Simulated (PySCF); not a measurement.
Species: C6H5 (doublet state).
Structure used (GFN2-xTB), in Å, numbered top down from 1:
```
atom  x, y, z in Å
C1    -2.3794   -0.9911   -0.1517
C2    -1.1342   -0.6237   -0.0722
C3    -0.6473    0.7529   -0.0720
C4     0.6523    1.0683    0.0172
C5     1.6878    0.1227    0.1197
C6     2.5812   -0.6773    0.2089
H7    -3.3447   -0.5469   -0.2308
H8    -0.3429   -1.3647    0.0021
H9    -1.3924    1.5321   -0.1472
H10    0.9647    2.1056    0.0131
H11    3.3603   -1.3752    0.2871
```

The hyperfine couplings belong to this conformer and change with its torsions.

Identity: `[H]/[C]=C\C=C/C#C` [radical].

Method: UKS B3LYP, pcH-1 on C H, non-relativistic, mean-field spin-orbit, GIAO in PySCF 2.14.0. One conformer (not necessarily the lowest) at the GFN2-xTB geometry, without solvent, vibrations or thermal averaging. Couplings are sensitive to structure, and on GFN2-xTB geometries they can be far from those on DFT ones. Stability of the SCF solution: not tested.

(1) Match the computed a_iso(1H) values +118.1, +38.2, +10.8, -7.2, +1.6 MHz with the sites H7; H8; H9; H10; H11.

Answers

(1) 
```tsv
site	a_iso (MHz)	ρ(0) (bohr⁻³)	position	distance from C1 (Å)	bound to	spin population there	largest |T| (MHz)
H7	+38.2	+0.0085	1 bond from C1	1.07	C1	+1.08	41.2
H8	+118.1	+0.0264	2 bonds from C1, on C2 of spin population -0.17	2.08	C2	-0.17	12.4
H9	-7.2	-0.0016	3 bonds from C1, on C3 of spin population +0.10	2.71	C3	+0.10	7.1
H10	+10.8	+0.0024	4 bonds from C1	4.56	C4	-0.06	2.5
H11	+1.6	+0.0004	6 bonds from C1	5.77	C6	-0.02	1.3
```

ρ(0) is the spin density at the nucleus and T the dipolar tensor. The largest Mulliken spin populations are on C1 (+1.08), C2 (-0.17) and C3 (+0.10). C1 is the only atom above +0.15.

The run took 31 s wall (grids of density and orbitals included) on an Arm Neoverse V1 with one thread, no GPU, shared host, and the process peaked at 0.69 GiB of memory.
